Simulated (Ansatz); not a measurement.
Formulas on structure types

All numbers below come from Ansatz, DFT PBEsol, scalar-relativistic, plane waves, PAW. Settings: cutoff 420 eV, Γ-centred meshes no coarser than 0.19 Å⁻¹ for metals and 0.3 Å⁻¹ for insulators (2π included), Gaussian smearing.

Each formula was placed on the sites of the named type and relaxed at zero pressure without lowering the symmetry. No run is spin-polarised. The smearing is 0.1 eV for metals and 0.01 to 0.02 eV otherwise. Formation energies are uncorrected and refer to the elements' standard structures at the same level.

For metals, differences of a few meV/atom aren't resolved. Spin–orbit coupling is left out.

```
formula started on type final group a or a / b (Å) c (Å) V (Å³/atom) E over elements (eV/atom) gap on mesh (eV)
     Ir simple cubic Pm-3m            2.54   2.54         16.4                       1.11              0.00
     Pb beta-tin I4_1/amd               ?      ?            ?                       0.14              0.00
     Pb trigonal selenium R-3m            4.63   5.20         32.2                          ?              0.00
     Ir simple hexagonal P6/mmm            2.63   2.57         15.4                          ?              0.00
     Ir omega P6/mmm            4.34   2.67         14.5                       0.36              0.00
     Ir lonsdaleite P6_3/mmc            3.93   6.27         21.0                       1.27              0.00
     Ir black phosphorus Fmmm               ?      ?            ?                       0.39              0.00
     Ir samarium (9R) R-3m            2.71  19.92         14.1                       0.05              0.00
     Ir beta-tungsten (A15) Pm-3n            4.89   4.89         14.6                       0.56              0.00
     Ir graphite P6_3/mmc            4.23   4.81         18.6                       1.65              0.00
```

(1) Cell and volume of Pb on the beta-tin type?

(2) E over elements (eV/atom) of Pb on the trigonal selenium type?

(3) E over elements (eV/atom) of Ir on the simple hexagonal type?

(4) Cell and volume of Ir on the black phosphorus type?

## Answers

(1) a = 6.16 Å, c = 3.29 Å, V = 31.2 Å³/atom

(2) 0.19

(3) 0.63

(4) a / b = 2.66 / 4.59 Å, c = 9.74 Å, V = 14.9 Å³/atom